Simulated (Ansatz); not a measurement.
Results of r²SCAN (Ansatz, an electronic-structure program, PAW) for hcp Hf.

Numerical settings: plane-wave cutoff 500 eV, 30×30×14 k mesh (along the axes of the cell as run), Fermi–Dirac smearing 0.1 eV, scalar-relativistic PAW data made under PBE.

Computed at the level's own relaxed cell.

### Question
What does this level give for the equilibrium volume per atom, equilibrium lattice constant a and lattice parameter c?

### Answer

equilibrium volume per atom: 22.36 Å³/atom
equilibrium lattice constant a: 3.198 Å
lattice parameter c: 5.049 Å

Measured, for comparison: lattice constant a 3.194 Å (293 K, no zero-point or thermal correction, our sources range from 3.194 to 3.200; as tabulated in Wikipedia's data pages); lattice parameter c 5.051 Å (293 K, no zero-point or thermal correction; as tabulated in Wikipedia's data pages). Computed (rounded) less measured: lattice constant a +0.1 % (inside the range of the sources held), lattice parameter c 0.0 %.

Spin–orbit coupling is not included.

Static lattice: no zero-point or thermal effects.
